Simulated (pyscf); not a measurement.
**Ring opening by addition: cyclopropane + Br• -> •H₂C–CH₂–CH₂–Br**

Gas phase, doublet surface, charge 0. Bonds broken: C1–C2. Bonds formed: C1–Br10. PySCF, gas phase, ωB97X-D3(BJ)/def2-SVP geometries.

Transition state (Å):

```xyz
10

C     -1.2033    -0.0500     0.3784
C      0.0420     1.1247    -0.3581
C     -0.4854    -0.1105    -0.9387
H     -2.0560     0.6193     0.4961
H     -0.6807    -0.3413     1.2899
H     -0.4096     2.0913    -0.5932
H      0.9770     1.1232     0.2071
H     -1.1509    -0.0171    -1.8039
H      0.2004    -0.9606    -1.0241
Br    -2.5460    -1.9525     0.4023
```

One imaginary mode, 803i cm⁻¹; descent along it reached the two sides named.

```tsv
bond	change	reactant side (Å)	saddle	product side
C1–C2	breaks	1.501	1.864	2.499
C1–Br10	forms	3.1	2.329	1.942
```

Electronic energies relative to the separated reactants (eV):

| level | barrier | reaction energy | reverse barrier |
|---|---|---|---|
| ωB97X-D3(BJ)/def2-TZVP | 0.43 | -0.55 | 0.98 |
| PBE/def2-TZVP | 0.03 | -0.59 | 0.62 |
| r²SCAN/def2-TZVP | 0.01 | -0.75 | 0.76 |
| B3LYP-D3(BJ)/def2-TZVP | 0.17 | -0.61 | 0.78 |
| PBE0-D3(BJ)/def2-TZVP | 0.20 | -0.63 | 0.83 |
| M06-2X/def2-TZVP | 0.53 | -0.34 | 0.86 |
| ωB97M-D3(BJ)/def2-TZVP | 0.49 | -0.42 | 0.91 |
| HF/def2-TZVP | 1.01 | -0.33 | 1.35 |

With ωB97M-D3(BJ)/def2-TZVP energies and thermal terms (ideal gas, 1 atm, RRHO with modes under 100 cm⁻¹ raised to 100, one conformer, R ln 2 for rigid chiral ones), in eV:

| T (K) | ΔH‡ | ΔG‡ | ΔH | ΔG |
|---|---|---|---|---|
| 298 | 0.43 | 0.71 | -0.46 | -0.23 |
| 600 | 0.44 | 0.99 | -0.43 | -0.01 |
| 900 | 0.43 | 1.26 | -0.41 | +0.20 |
| 1200 | 0.43 | 1.54 | -0.39 | +0.40 |

cyclopropane lies 0.28 eV over its isomer H₂C=CH–CH₃, and others may lie lower still (electronic energy, ωB97M-D3(BJ)). One saddle was located; it need not be the lowest between these sides. Left out: orbital degeneracy and the spin-orbit lowering of Br, which is large for Br, Se, Te and I. Elements up to Kr have no core potential and no relativistic terms here.
